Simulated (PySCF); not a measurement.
Species: C2H3B.
Cartesian coordinates in Å at the PBE0-D3(BJ)/def2-SVP level; atoms count from 1:
```
atom  x, y, z in Å
B1    -1.1337    0.0640    0.0377
C2     0.3681   -0.0208    0.1491
C3     1.5840   -0.0877    0.2389
H4    -1.8303   -0.6101    0.7566
H5    -1.6373    0.8054   -0.7706
H6     2.6554   -0.1469    0.3181
```

Computed, not measured: core-valence-separated Tamm–Dancoff BHandHLYP/aug-pcX-1 (pcseg-1 on H) in PySCF, non-relativistic, gas phase, PBE0-D3(BJ)/def2-SVP geometry. The energies are unshifted.

(1) What does the B 1s absorption edge look like?

(2) List the carbon K-edge absorption lines.

## Answers

(1) 
| E (eV) | f | core hole on | main final orbital | polarisation |
| --- | --- | --- | --- | --- |
| 185.38 | 0.0846 | B1 | LUMO (87 %) | out of plane |
| 191.12 | 0.0102 | B1 | LUMO+2 (56 %) | in plane |
| 191.61 | 0.0032 | B1 | LUMO+3 (54 %) | in plane |
| 192.21 | 0.0001 | B1 | LUMO+4 (88 %) | – |
| 192.29 | 0.0021 | B1 | LUMO+1 (38 %) | in plane |
| 192.43 | 0.0112 | B1 | LUMO+6 (66 %) | in plane |
| 192.89 | 0.0016 | B1 | LUMO+5 (62 %) | in plane |

The first line with a tenth or more of the strongest one's intensity is at 185.38 eV (f = 0.085), with the hole on B1 (three-coordinate boron), polarised out of plane. It is also the strongest listed.

(2) 
```csv
E (eV),f,core hole on,main final orbital,polarisation
281.83,0.0650,C3,LUMO (79 %),out of plane
281.99,0.0075,C2,LUMO (87 %),out of plane
283.04,0.0644,C2,LUMO+6 (46 %),in plane
284.15,0.0523,C3,LUMO+6 (48 %),in plane
285.04,0.0510,C2,LUMO+4 (35 %),out of plane
286.27,0.0116,C3,LUMO+1 (63 %),in plane
286.33,0.0011,C2,LUMO+1 (77 %),in plane
287.05,0.0019,C2,LUMO+5 (41 %),in plane
287.18,0.0028,C3,LUMO+5 (41 %),in plane
287.34,0.0003,C3,LUMO+4 (67 %),–
287.38,0.0000,C2,LUMO+2 (58 %),–
```

The first line with a tenth or more of the strongest one's intensity is at 281.83 eV (f = 0.065), with the hole on C3 (terminal alkyne carbon), polarised out of plane: a 1s→π* resonance. It is also the strongest listed.

Roots within 0.03 eV whose holes lie on the same, on equivalent or on shared atoms are summed into one line, and the highest roots are left out, as the search may have cut off their partners. Final orbitals are the ground state's empty Kohn–Sham orbitals. A dash: too weak, shared between unlike atoms, or no plane or axis to refer to.

Q: What is the summed oscillator strength of the listed B K lines, and their intensity-weighted mean energy?

A: Σf = 0.113 over 7 lines from 185.38 to 192.89 eV; the weighted mean is 187.01 eV. The strongest line holds 75 % of the sum.

Only the lowest roots of each edge were sought.

Time: 2.7 s. Hardware: Arm Neoverse V1, one thread, shared host.
